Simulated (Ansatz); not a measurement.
Zinc-blende AlAs: properties by level of theory

Reference values: lattice constant a 5.649 Å (measured, static lattice: zero-point anharmonic expansion removed; as tabulated in Mejia-Rodriguez and Trickey (2018), arXiv:1807.09216); formation enthalpy -0.61 eV/atom (measured, 298 K, not corrected to a static lattice; as tabulated in Zhang et al. (2018), doi:10.1038/s41524-018-0065-z).

```tsv
level (code)	lattice constant a (Å)	formation enthalpy (eV/atom)
RPBE (Ansatz)	5.772	-0.463
PBE-D3(BJ) (Ansatz)	5.665	-0.418
rVV10 (Ansatz)	5.751	-0.497
```

Differences from the reference values (errors of the level alone only where the reference is corrected to a static lattice):

```
level       lattice constant a (%)  formation enthalpy (eV/atom)
----------  ----------------------  ----------------------------
RPBE                         +2.18                        +0.147
PBE-D3(BJ)                   +0.28                        +0.192
rVV10                        +1.81                        +0.113
```

Nearest: lattice constant a, PBE-D3(BJ); formation enthalpy, rVV10.

Caveats: an element that serves as reference has a cell well above its measured volume (RPBE). Ansatz's density-functional and Hartree–Fock values are scalar-relativistic unless marked +SOC, with PAW data made under PBE.

Differences are worked out from the printed values.

The computed numbers hold no vibrational or temperature effects.

Ansatz is a program for electronic structure.
